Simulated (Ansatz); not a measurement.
Ansatz (a first-principles code) input:

Ansatz 0.2 input:
```yaml
crystal:
  periodic: [false, false, false]
  atoms:
    - {symbol: C, position_ang: [-0.00233672, -0.01320033, 0.40656095]}
    - {symbol: C, position_ang: [0.00434316, -0.80707826, -0.83785496]}
    - {symbol: C, position_ang: [0.00558042, 0.70710030, -0.90415124]}
    - {symbol: C, position_ang: [-0.00965178, 0.02786477, 1.68743715]}
    - {symbol: H, position_ang: [-0.90729426, -1.32815147, -1.10616783]}
    - {symbol: H, position_ang: [0.91840434, -1.32918531, -1.09570815]}
    - {symbol: H, position_ang: [0.92166364, 1.20832260, -1.19218898]}
    - {symbol: H, position_ang: [-0.90657413, 1.20935788, -1.20266321]}
    - {symbol: H, position_ang: [-0.01381006, 0.75153746, 2.48477683]}
basis:
  gaussian:
    orbitals: 6-31G
magnetization: {spin_polarized: true, initial_magnetization: 1}
correlation: {method: ccsd_t, electrons: outside_noble_gas}
```

Task: Predict the final energy.

Result: -154.56570 Eh (CCSD(T)/6-31G). The basis has 46 functions.

It need not be the lowest isomer of its formula.

The determinant is spin-contaminated: <S^2> is 0.97 against 0.75 for a pure state.
